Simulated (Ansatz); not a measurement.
System: molecular fluorine, F2, net charge 0, singlet state. 
Geometry from a B3LYP-D3(BJ)/def2-TZVP (Ansatz, a quantum-chemistry and plane-wave program) optimisation:
```xyz
2

F      0.0000     0.0000    -0.6982
F      0.0000     0.0000     0.6982
```
Charge 0, spin multiplicity 1.

Quantity: atomisation energy (electronic, to ground-state atoms), in kcal/mol. Cores are frozen in the correlated levels unless marked. UHF or UKS for open shells. No spin-orbit coupling. Non-relativistic. The coupled-cluster limit lacks core correlation, which all-electron functionals hold. Basis-set limits of correlation are two-point, X^-3; Hartree-Fock from the larger set (for Q and 5 zeta extrapolated as (X+1)exp(-9√X)). The bracket is a focal-point correction in the basis named.

```json
[
 {"level": "PBE-D3(BJ)/def2-TZVPD", "program": "Ansatz + dftd3", "atomisation energy (kcal/mol)": "52.5", "minus last row": "14.2", "rough core time": "under 20 s"},
 {"level": "MP2/def2-SVPD", "program": "Ansatz", "atomisation energy (kcal/mol)": "33.1", "minus last row": "-5.2", "rough core time": "-"},
 {"level": "MP2/def2-TZVPPD", "program": "Ansatz", "atomisation energy (kcal/mol)": "40.3", "minus last row": "2.0", "rough core time": "-"},
 {"level": "RI-MP2/cc-pVTZ", "program": "Ansatz", "atomisation energy (kcal/mol)": "40.1", "minus last row": "1.8", "rough core time": "under 20 s"},
 {"level": "CCSD/cc-pVQZ", "program": "Ansatz", "atomisation energy (kcal/mol)": "29.5", "minus last row": "-8.8", "rough core time": "-"},
 {"level": "RI-MP2/CBS(def2-TZVPP,def2-QZVPP)+[CCSD(T)-MP2]/def2-QZVPP", "program": "Ansatz", "atomisation energy (kcal/mol)": "38.0", "minus last row": "-0.3", "rough core time": "under 20 s"},
 {"level": "CCSD(T)/CBS(cc-pVQZ,cc-pV5Z)", "program": "Ansatz", "atomisation energy (kcal/mol)": "38.3", "minus last row": "0.0", "rough core time": "40 s"}
]
```

Core times are rough, on shared machines, summed over the molecules involved; a dash marks a level read off another run, or run on other hardware, by another program or under a memory cap.

The Hartree-Fock reference is unstable (checked in the largest basis), which strains HF and MP2.
